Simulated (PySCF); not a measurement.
Gas-phase acidity of ethylene

Molecule: `C=C` (C2H4). Numbering: `[CH2:1]=[CH2:2]`

Level of theory: ωB97X-D3(BJ)/ma-def2-TZVP single points in PySCF, grid level 2; every species was optimised with PBE0-D3(BJ)/ma-def2-SVP. Zero-point and thermal terms (298.15 K, 1 bar) come from unscaled PBE0-D3(BJ)/ma-def2-SVP harmonic frequencies, with soft modes damped to free rotors in the entropy.

```
              site  product  ΔH(acid) / kJ/mol  ΔG(acid) / kJ/mol
C1 (alkene carbon)  [CH-]=C               1718               1682
```

ΔH and ΔG refer to AH → A⁻ + H⁺ in the gas phase. Sites whose products fell apart, merged with another or lost in a GFN2-xTB screen aren't listed.

Vertical detachment energies of the anions: `[CH-]=C` 1.25 eV.

Against the Active Thermochemical Tables (version 1.112): C1 1711 (computed 1718, error 7) kJ/mol.

Measured values (NIST Chemistry WebBook, evaluated or the median of agreeing entries): deprotonation enthalpy (ΔH) 1704 kJ/mol (computed 1718, difference 14); gas-phase acidity (ΔG) 1669 kJ/mol (computed 1682, difference 13).

Run with `OMP_NUM_THREADS=1 python redox_run.py task.json out` on 1 thread of Intel Xeon Platinum 8259CL @ 2.50GHz, a shared host. Structures, frequencies and single points: 43 s of wall time.
